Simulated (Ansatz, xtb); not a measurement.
# Isomers of C2H3O+ in order of energy

3 gas-phase structures of C2H3O+, found in a search over its isomers (lower ones may exist). Each was relaxed with GFN2-xTB:

A. `C#C[OH2+]`, a singlet
B. a singlet given by its coordinates
C. a singlet given by its coordinates

B (Å):

```xyz
6

C    -0.3311   -0.3781    2.2263
C     0.6384    0.5295    2.5828
O     1.4233    1.2653    2.8703
H    -0.8719   -0.0381    1.3302
H    -1.0616   -0.5084    3.0389
H     0.1153   -1.3595    2.0060
```

Close contacts (Å): C1–C2 1.38, C2–O3 1.11, C1–H4 1.10, C1–H5 1.10, C1–H6 1.10.

C (Å):

```yaml
atoms:
  - { symbol: C, position_ang: [-0.4410, 1.3760, 0.4996] }
  - { symbol: C, position_ang: [-0.6077, 0.7365, -0.5743] }
  - { symbol: O, position_ang: [-0.8721, 0.1387, -1.5936] }
  - { symbol: H, position_ang: [-0.1802, -0.2689, -2.1643] }
  - { symbol: H, position_ang: [-0.3033, 2.4519, 0.5431] }
  - { symbol: H, position_ang: [-0.4373, 0.9106, 1.4803] }
```

Close contacts (Å): C1–C2 1.26, C2–O3 1.21, C1–H5 1.09, C1–H6 1.09, O3–H4 0.99.

Problem. Estimate their order in r2SCAN-D4/def2-SVP energy at these geometries, lowest first.

Solution. Calculated order at r2SCAN-D4/def2-SVP: B (0.0), C (168.5), A (364.5) kJ/mol.

Energies above the lowest of each column, in kJ/mol; the last columns are at r2SCAN-D4/def2-TZVP geometries and were run for some of them only (a dash: not run or not comparable):

| structure | GFN2-xTB | HF/STO-3G | r2SCAN-D4/def2-SVP | r2SCAN-D4/def2-TZVP | CCSD(T)/def2-TZVPP |
| --- | --- | --- | --- | --- | --- |
| B | 0.0 | 0.0 | 0.0 | 0.0 | 0.0 |
| C | 89.4 | 185.5 | 168.5 | 167.4 | 180.4 |
| A | 206.2 | 282.0 | 364.5 | – | – |

Every level run on B puts it lowest or level with the lowest. Some further structures that were screened fall inside this span and aren't listed. Frequencies (r2SCAN-D4/def2-TZVP) were run for B, C alone.

Programs: Ansatz 0.2.0, xtb 6.7.1.
